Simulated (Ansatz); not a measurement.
Basis-set extrapolation for CH₂Cl₂, SMILES `ClCCl` (PBE0-D4/def2-TZVP geometry, frozen core, Ansatz 0.2.0). Multiplicity 1, RHF reference.

```
                     cc-pV(T+d)Z  cc-pV(Q+d)Z
                 HF  -958.079605  -958.089637
    MP2 correlation    -0.553743    -0.603862
CCSD(T) correlation    -0.619278    -0.668853
```

Energies in hartree. Use E(X) = E(∞) + A·exp(−5.46·√X) for Hartree–Fock and E(X) = E(∞) + B·X^(−3.05) for correlation, with X = 3 and 4.

What is the CCSD(T) energy at the basis-set limit?

HF limit: -958.089637 + (-0.010032) × 0.30130 = -958.09266. Correlation limit: -0.668853 + (-0.049575) × 0.71189 = -0.70414. Total: -958.79680 hartree, 257.1 kJ/mol below CCSD(T)/cc-pV(T+d)Z.
